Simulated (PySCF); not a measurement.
Molecule: C3H3, charge 0, multiplicity 2. It need not be the lowest isomer of its formula. SMILES: [CH]=C=C
Geometry: optimised at B3LYP-D3(BJ)/def2-TZVP (Ansatz).

Dispersion corrections to the total energy (kcal/mol) from the dftd3 and dftd4 libraries through PySCF: D3(BJ) without and D4 with the three-body term, each with the damping fitted for the functional named.

```
functional  D3(BJ)     D4
----------  ------  -----
TPSSh        -2.03  -1.99
HSE06        -1.09      ?
CAM-B3LYP    -1.32  -1.33
PW6B95           ?  -1.47
PBE          -1.81  -1.62
r2SCAN       -0.47      ?
B2GP-PLYP    -1.05  -0.66
```

Question: Some entries are withheld; supply them.

Answer: 
- HSE06, D4: -1.23
- PW6B95, D3(BJ): -0.83
- r2SCAN, D4: -0.39
